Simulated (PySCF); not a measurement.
Bond stretch in SMILES [SiH3]C (CH6Si). The C1–Si5 bond (C1 also carries H, H, H; Si5 carries H, H, H) is pulled apart rigidly from the PBE0/def2-TZVP optimised geometry.

- RKS-B3LYP = restricted B3LYP/cc-pVDZ (PySCF)
- RKS-BLYP = restricted BLYP/cc-pVDZ (PySCF)
- RHF/cc-pVDZ (PySCF)

Magnitude of the dipole moment (D; its direction can reverse along the curve, and a method can change to another solution) and Mulliken charge of the fragment that holds C1:

```csv
R / Å,μ RKS-B3LYP,q RKS-B3LYP,μ RKS-BLYP,q RKS-BLYP,μ RHF,q RHF
1.40,1.99,0.06,1.97,0.07,2.05,0.00
1.51,1.67,0.06,1.67,0.08,1.69,-0.01
1.58,1.49,0.05,1.49,0.07,1.49,-0.03
1.68,1.24,0.02,1.25,0.05,1.21,-0.06
1.76,1.05,0.00,1.07,0.02,1.02,-0.09
1.83,0.91,-0.03,0.93,0.00,0.86,-0.11
1.87,0.83,-0.04,0.85,-0.02,0.78,-0.13
1.91,0.75,-0.05,0.78,-0.03,0.70,-0.14
1.97,0.65,-0.07,0.68,-0.05,0.59,-0.15
2.08,0.48,-0.09,0.51,-0.07,0.42,-0.17
2.19,0.34,-0.11,0.38,-0.09,0.28,-0.18
2.33,0.21,-0.11,0.24,-0.09,0.14,-0.17
2.51,0.08,-0.11,0.12,-0.09,0.02,-0.15
2.84,0.03,-0.08,0.01,-0.07,0.06,-0.11
3.08,0.05,-0.06,0.02,-0.05,0.04,-0.08
3.36,0.04,-0.05,0.01,-0.04,0.03,-0.05
3.79,0.02,-0.03,0.03,-0.03,0.21,-0.02
4.07,0.08,-0.03,0.07,-0.03,0.36,-0.02
4.53,0.16,-0.02,0.14,-0.02,0.59,-0.01
5.09,0.23,-0.02,0.20,-0.02,0.79,0.00
5.55,0.26,-0.02,0.22,-0.02,0.89,0.00
6.47,0.25,-0.02,0.21,-0.02,1.01,0.00
```

The restricted form behind RKS-B3LYP, RKS-BLYP, RHF keeps the bonding electrons paired and can't separate into open-shell fragments.
